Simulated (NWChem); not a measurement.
System: SiH2, triplet; SMILES of the neutral closed-shell parent [SiH2]

Input file for NWChem:

```
start job
memory heap 200 mb stack 900 mb global 1100 mb
geometry units angstroms
  Si     0.000000     0.000000     0.138415
  H      1.298303     0.000000    -0.625202
  H     -1.298303     0.000000    -0.625202
end
basis spherical
  Si library def2-tzvp
  H library def2-tzvp
end
dft
  odft
  mult 3
  xc pbe0
  iterations 150
end
driver
  maxiter 120
end
task dft optimize
task dft freq
```

Output (shortened):

```
             Northwest Computational Chemistry Package (NWChem) 7.3.0
             --------------------------------------------------------

 C2V symmetry detected

                             Geometry "geometry" -> ""
                             -------------------------

 Output coordinates in angstroms (scale by  1.889725989 to convert to a.u.)

  No.       Tag          Charge          X              Y              Z
 ---- ---------------- ---------- -------------- -------------- --------------
    1 Si                  14.0000     0.00000000     0.00000000     0.09545213
    2 H                    1.0000     1.29830300     0.00000000    -0.66816488
    3 H                    1.0000    -1.29830300     0.00000000    -0.66816488

 Effective nuclear repulsion energy (a.u.)      10.0409732177

      Symmetry information
      --------------------

 Group name             C2v
 Group number             16
 Group order               4
 No. of unique centers     2

                                Z-matrix (autoz)
                                --------

 Units are Angstrom for bonds and degrees for angles

      Type          Name      I     J     K     L     M      Value
      ----------- --------  ----- ----- ----- ----- ----- ----------
    1 Stretch                  1     2                       1.50622
    2 Stretch                  1     3                       1.50622
    3 Bend                     2     1     3               119.07485

                           NWChem Geometry Optimization
                           ----------------------------

 maximum gradient threshold         (gmax) =   0.000450
 rms gradient threshold             (grms) =   0.000300
 maximum cartesian step threshold   (xmax) =   0.001800
 rms cartesian step threshold       (xrms) =   0.001200
 fixed trust radius                (trust) =   0.300000
 source of zmatrix                         =   autoz

          -------------------
          Energy Minimization
          -------------------

 Using diagonal initial Hessian
 Scaling for Hessian diagonals: bonds = 1.00  angles = 0.25  torsions = 0.10

          --------
          Step   0

                                 NWChem DFT Module
                                 -----------------

[...]

      ----------------------
      Optimization converged
      ----------------------

  Step       Energy      Delta E   Gmax     Grms     Xrms     Xmax
  ---- ---------------- -------- -------- -------- -------- --------
@    3    -290.46219354 -1.3D-07  0.00003  0.00003  0.00053  0.00095
                                     ok       ok       ok       ok

                                Z-matrix (autoz)
                                --------

 Units are Angstrom for bonds and degrees for angles

      Type          Name      I     J     K     L     M      Value     Gradient
      ----------- --------  ----- ----- ----- ----- ----- ---------- ----------
    1 Stretch                  1     2                       1.48594    0.00003
    2 Stretch                  1     3                       1.48594    0.00003
    3 Bend                     2     1     3               118.66778   -0.00002

                         Geometry "geometry" -> "geometry"
                         ---------------------------------

 Output coordinates in angstroms (scale by  1.889725989 to convert to a.u.)

  No.       Tag          Charge          X              Y              Z
 ---- ---------------- ---------- -------------- -------------- --------------
    1 Si                  14.0000     0.00000000     0.00000000     0.09162905
    2 H                    1.0000     1.27814097     0.00000000    -0.66625334
    3 H                    1.0000    -1.27814097     0.00000000    -0.66625334

 Effective nuclear repulsion energy (a.u.)      10.1784235772

      Symmetry information
      --------------------

 Group name             C2v
 Group number             16
 Group order               4
 No. of unique centers     2

[...]

 Rotational Constants
 --------------------
 A=  15.609720 cm-1  ( 22.458403 K)
 B=   5.119499 cm-1  (  7.365652 K)
 C=   3.855135 cm-1  (  5.546556 K)

 Temperature                      =   298.15K
 frequency scaling parameter      =   1.0000

 Zero-Point correction to Energy  =    7.591 kcal/mol  (  0.012097 au)
 Thermal correction to Energy     =    9.404 kcal/mol  (  0.014987 au)
 Thermal correction to Enthalpy   =    9.996 kcal/mol  (  0.015930 au)

 Total Entropy                    =   49.204 cal/mol-K
   - Translational                =   36.112 cal/mol-K (mol. weight =  29.9926)
   - Rotational                   =   12.941 cal/mol-K (symmetry #  =        2)
   - Vibrational                  =    0.151 cal/mol-K

 Cv (constant volume heat capacity) =    6.495 cal/mol-K
   - Translational                  =    2.979 cal/mol-K
   - Rotational                     =    2.979 cal/mol-K
   - Vibrational                    =    0.536 cal/mol-K

[normal modes left out]

 ----------------------------------------------------------------------------
 Normal Eigenvalue ||           Projected Infra Red Intensities
  Mode   [cm**-1]  || [atomic units] [(debye/angs)**2] [(KM/mol)] [arbitrary]
 ------ ---------- || -------------- ----------------- ---------- -----------
    1       -0.000 ||    0.000018           0.000         0.018       0.012
    2       -0.000 ||    0.000000           0.000         0.000       0.000
    3        0.000 ||    0.000005           0.000         0.005       0.003
    4        0.000 ||    0.000035           0.001         0.034       0.023
    5        0.000 ||    0.000035           0.001         0.034       0.023
    6        0.000 ||    0.000000           0.000         0.000       0.000
    7      881.356 ||    0.058925           1.359        57.443      40.019
    8     2182.991 ||    0.011123           0.257        10.843       7.554
    9     2248.147 ||    0.062378           1.439        60.809      42.364
 ----------------------------------------------------------------------------
```

Level: PBE0/def2-TZVP, spin-unrestricted. In the optimisation the excess spin sits in a1 and b2 (C2v, its own frame). This spin state was assumed; another may lie lower. No stability test was run on the SCF state.
